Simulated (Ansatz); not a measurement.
# SiHCl (triplet): wave-function methods side by side, def2-QZVPP

The task here is to estimate one member of a computed series from the others.

Method: def2-QZVPP, core rule «outside noble gas», up to 10 orbitals frozen; program: Ansatz 0.2.0, Gaussian basis.

Plan: UHF; ROHF; CCSD(T) on UHF.

5 further runs of the same task are left out: 1 that didn't finish, 4 set aside as unsound or not needed.

## What is computed

The geometry is a PBE0/def2-TZVP stationary point (not a proven minimum) of the parent state, kept for this charge and spin.

3 atoms, charge 0, spin multiplicity 3.

Atoms are counted from 1 here; the program's logs count them from 0.

Bond lengths: Si1–Cl2 2.077 Å, Si1–H3 1.529 Å. Angles: Cl2–Si1–H3 94.7°.

Set-up of the first run:

in.yaml reads:

```yaml
crystal:
  periodic: [false, false, false]
  atoms:
    - {symbol: Si, position_ang: [0.000000, -0.089026, 1.135803]}
    - {symbol: Cl, position_ang: [0.000000, 0.030004, -0.938114]}
    - {symbol: H, position_ang: [0.000000, 1.425266, 1.348629]}
basis:
  gaussian: {orbitals: "def2-QZVPP.json"}
magnetization: {spin_polarized: true, initial_magnetization: 2}
hamiltonian: {xc: hf}
output: {orbitals: {seedname: orbitals}}
```

Started as:

```console
> ansatz run in.yaml --threads 1 --pin off --events-out ev --progress --plain --max-ram 4096MiB --backend cpu
```

Among the steps run: UHF; ROHF; CCSD(T) on UHF.

One of the session's tables, all rows but one given; the rest of the session is left out.

| method | from UCCSD(T) (meV) |
| --- | --- |
| ROHF | +9309.0 |
| UHF | +9240.9 |
| UMP2 | ? |
| UCCSD | +420.5 |
| UCCSD(T) | 0 |

Q: Estimate the row for UMP2 from the others.

**Answer.** from UCCSD(T) (meV): +1207.6. In the column «from UCCSD(T) (meV)» it lies between UCCSD (+420.5) and UHF (+9240.9).
